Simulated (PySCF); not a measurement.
dimethylamine (C2H7N), SMILES CNC.

Geometry optimised at B3LYP-D3(BJ)/def2-TZVP.

Two levels are set side by side: TDDFT-PBE/def2-SVPD (PySCF) and TDDFT-LC-ωPBE/def2-SVPD (PySCF). Vertical, same geometry. The lowest singlet is HOMO→LUMO 100 % with PBE and HOMO→LUMO 77 %, HOMO→LUMO+2 19 % with the other functional; states are paired by order. Differences are taken from unrounded values.

```
quantity                               TDDFT-PBE
-------------------------------------  ---------
lowest singlet excitation (eV)              5.12
lowest triplet excitation (TDA) (eV)        4.95
first bright state (f over 0.05) (eV)       7.14
its oscillator strength                     0.09
```

**Question.** These are the TDDFT-PBE values. What does TDDFT-LC-ωPBE give? (An estimate is asked for; the answer gives what the named calculation found.)

**Answer.** 
```json
[
 {"quantity": "lowest singlet excitation (eV)", "TDDFT-LC-ωPBE": "6.54", "TDDFT-PBE minus TDDFT-LC-ωPBE": "-1.43"},
 {"quantity": "lowest triplet excitation (TDA) (eV)", "TDDFT-LC-ωPBE": "6.26", "TDDFT-PBE minus TDDFT-LC-ωPBE": "-1.31"},
 {"quantity": "first bright state (f over 0.05) (eV)", "TDDFT-LC-ωPBE": "7.82", "TDDFT-PBE minus TDDFT-LC-ωPBE": "-0.68"},
 {"quantity": "its oscillator strength", "TDDFT-LC-ωPBE": "0.05", "TDDFT-PBE minus TDDFT-LC-ωPBE": "0.04"}
]
```

Functionals without exact exchange tend to place singlet excitations lower, as here. Differences between two approximate levels are no errors against the true value.

Rough cost on one machine, each run with all the roots and properties that it gave: TDDFT-LC-ωPBE against TDDFT-PBE about 4 times.
